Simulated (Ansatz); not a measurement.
Z-matrix (Å, degrees):
```
Si
F 1 1.604
S 1 2.122 2 112.5
H 1 1.489 2 107.6 3 115.5
H 3 1.344 1 95.0 2 -68.9
```

The species carries charge 0 and has multiplicity 2.

List the r2SCAN/def2-TZVPP orbital energies in eV (Ansatz 0.2.0). (An estimate is asked.)

Ansatz gave: α occupied: -2409.60, -1792.74, -666.41, -214.04, -158.11, -158.04, -157.92, -143.00, -97.94, -97.88, -97.83, -31.49, -19.52, -14.11, -11.96, -11.29, -11.16, -10.28, -8.89, -7.36, -5.66. α empty: -0.46, -0.31, 0.08, 1.10, 4.00, 4.15, 4.27, 4.57. β occupied: -2409.58, -1792.65, -666.33, -214.03, -158.09, -158.00, -157.90, -142.92, -97.80, -97.77, -97.70, -31.36, -19.40, -13.77, -11.76, -11.21, -10.91, -9.99, -8.66, -7.21. β empty: -3.19, -0.21, 0.12, 0.70, 1.67, 4.48, 4.56, 4.68. ⟨S²⟩ = 0.754.
